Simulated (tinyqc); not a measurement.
CCSD on RHF in the sto-3g basis, for BH2+, spin multiplicity 1, step by step. One step of it, computed by the program tinyqc.

Task: Iteration 8 (converged): orbitals. Diagonalise F' = X^T F X, C = X C', fill 3 alpha and 3 beta electrons from the bottom; D = 2 C_occ C_occ^T. Each column has its largest component positive (the first on a tie).

converged F (hartree), lower triangle:
```
            1B 1s      1B 2s     1B 2px     1B 2py     1B 2pz      2H 1s      3H 1s
1B 1s   -7.971295
1B 2s   -2.317202  -1.494375
1B 2px   0.000000   0.000000  -0.197197
1B 2py   0.000000   0.000000   0.000000  -0.730449
1B 2pz   0.008697  -0.159012   0.000000   0.000000  -0.285418
2H 1s   -0.736351  -0.861901   0.000000  -0.543475  -0.266344  -0.825226
3H 1s   -0.736351  -0.861901   0.000000   0.543475  -0.266344  -0.259663  -0.825226
```

X, lower triangle:
```
            1B 1s      1B 2s    1B 2px     1B 2py     1B 2pz      2H 1s     3H 1s
1B 1s    1.031969
1B 2s   -0.171934   1.410897
1B 2px   0.000000   0.000000  1.000000
1B 2py   0.000000   0.000000  0.000000   1.280985
1B 2pz  -0.014212   0.177413  0.000000   0.000000   1.082371
2H 1s    0.027444  -0.433627  0.000000  -0.382063  -0.201994   1.368796
3H 1s    0.027444  -0.433627  0.000000   0.382063  -0.201994  -0.028947  1.368796
```

Give: F' = X^T F X; orbital energies; coefficients C; D after iteration 8.

Result:

F' = X^T F X (hartree), lower triangle:
```
         1        2        3        4        5        6        7
1  -7.7805
2  -1.1645  -0.6117
3   0.0000   0.0000  -0.1972
4   0.0000   0.0000   0.0000  -0.2998
5   0.0107   0.0620   0.0000   0.0000  -0.1732
6  -0.1305  -0.4884   0.0000  -0.4722  -0.2125  -0.2323
7  -0.1305  -0.4884   0.0000   0.4722  -0.2125  -0.0751  -0.2323
```

orbital energies (hartree): MO1 -7.9760, MO2 -1.0482, MO3 -0.9001, MO4 -0.2642, MO5 -0.1972, MO6 0.4157, MO7 0.4431

coefficients C:
```
            MO1      MO2      MO3      MO4     MO5      MO6      MO7
1B 1s    0.9920  -0.2369   0.0000   0.1287  0.0000  -0.1984   0.0000
1B 2s    0.0320   0.6102   0.0000  -0.5516  0.0000   1.3229   0.0000
1B 2px   0.0000   0.0000   0.0000   0.0000  1.0000   0.0000   0.0000
1B 2py   0.0000   0.0000   0.5914   0.0000  0.0000   0.0000   1.2582
1B 2pz   0.0022   0.1322   0.0000   0.8345  0.0000   0.7556   0.0000
2H 1s   -0.0058   0.3083   0.3766   0.1778  0.0000  -1.0002  -0.9904
3H 1s   -0.0058   0.3083  -0.3766   0.1778  0.0000  -1.0002   0.9904
```

D after iteration 8, lower triangle:
```
          1B 1s   1B 2s  1B 2px   1B 2py  1B 2pz    2H 1s   3H 1s
1B 1s    2.0806
1B 2s   -0.2257  0.7468
1B 2px   0.0000  0.0000  0.0000
1B 2py   0.0000  0.0000  0.0000   0.6995
1B 2pz  -0.0584  0.1615  0.0000   0.0000  0.0350
2H 1s   -0.1576  0.3759  0.0000   0.4455  0.0815   0.4739
3H 1s   -0.1576  0.3759  0.0000  -0.4455  0.0815  -0.0935  0.4739
```
